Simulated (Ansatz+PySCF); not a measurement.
Values are calculated unless marked as measured or tabulated.
# Several solutions for singlet C₃H₄

```yaml
atoms:
  - { symbol: C, position_ang: [0.0000, 0.0000, -0.9234] }
  - { symbol: C, position_ang: [0.0000, 0.7002, 0.5378] }
  - { symbol: C, position_ang: [0.0000, -0.7002, 0.5378] }
  - { symbol: H, position_ang: [0.9922, 0.0000, -1.5809] }
  - { symbol: H, position_ang: [-0.9922, 0.0000, -1.5809] }
  - { symbol: H, position_ang: [0.0000, 1.7169, 1.1247] }
  - { symbol: H, position_ang: [0.0000, -1.7169, 1.1247] }
```

Basis set: def2-SVP (spherical functions). Charge 0, multiplicity 1.

UHF was run from several starts with Ansatz (development build ahead of 0.2.0) and PySCF 2.14.0.

| run | program | start | converged | energy (hartree) | <S²> |
| --- | --- | --- | --- | --- | --- |
| A | PySCF | guess 1e, instabilities followed | yes | -115.69066 | 0.34 |
| B | Ansatz | atomic start, no search | yes | -115.68666 | 0.00 |
| C | PySCF | guess huckel, instabilities followed | yes | -115.69066 | 0.34 |
| D | PySCF | guess minao, instabilities followed | yes | -115.69066 | 0.34 |
| E | PySCF | guess atom, instabilities followed | yes | -115.69066 | 0.34 |
| F | Ansatz | search for the lowest state | yes | -115.69066 | 0.34 |
| G | PySCF | program defaults | yes | -115.68666 | 0.00 |
| H | Ansatz | stability test followed | yes | -115.69066 | 0.34 |

Which runs reached the lowest solution of this kind, and what is wrong with the others?

A, C, D, E, F, H reached the lowest solution found. Converged but too high: B by 0.11 eV, G by 0.11 eV. Convergence only shows a stationary point, and even a stable one can lie too high; stability tests and further starts are what find lower ones. Caution: the unrestricted determinant is spin contaminated. Caution: the determinant breaks the point group.
